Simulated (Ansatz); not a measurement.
# Property card for YIr₂

The calculation used DFT PBEsol, scalar-relativistic, plane waves, PAW in Ansatz 0.2.0.

Settings: cutoff 420 eV, Γ-centred mesh 8×8×8 on the computed 6-atom cell, Gaussian smearing of 0.10 eV; no spin polarisation.

The structure is relaxed at this level of theory with its symmetry kept. Whether it is the stable form of this composition wasn't checked.

```
CELL_PARAMETERS angstrom
0.00000 3.74658 3.74658
3.74658 0.00000 3.74658
3.74658 3.74658 0.00000
ATOMIC_POSITIONS crystal
Y 0.50000 0.50000 0.50000
Y 0.75000 0.75000 0.75000
Ir 0.12500 0.12500 0.12500
Ir 0.62500 0.12500 0.12500
Ir 0.12500 0.12500 0.62500
Ir 0.12500 0.62500 0.12500
```

| Property | Result |
| --- | --- |
| Space group | Fd-3m (No. 227) |
| Volume per atom | 118.3 bohr³ |
| Formation energy from the elements' standard states (uncorrected) | -0.787 eV/atom |
| Kohn–Sham band gap | none (metal) |
| Density of states at the Fermi level | 3.26 states/eV per cell |
| Löwdin character within 0.5 eV of the Fermi level | Ir 5d 74 %, Y 4d 17 %, unprojected 5 % |
| Bulk modulus | 217 GPa |
| Its pressure derivative | 4.6 |
| Bader charges (e) | Y (2 in the cell) 1.62, Ir (4 in the cell) -0.81 |

Spin-orbit coupling is left out, which matters for the bands of heavy elements.

Cost: 9 runs of about 2.9 core-minutes in all, on Arm Neoverse V1 (shared hosts).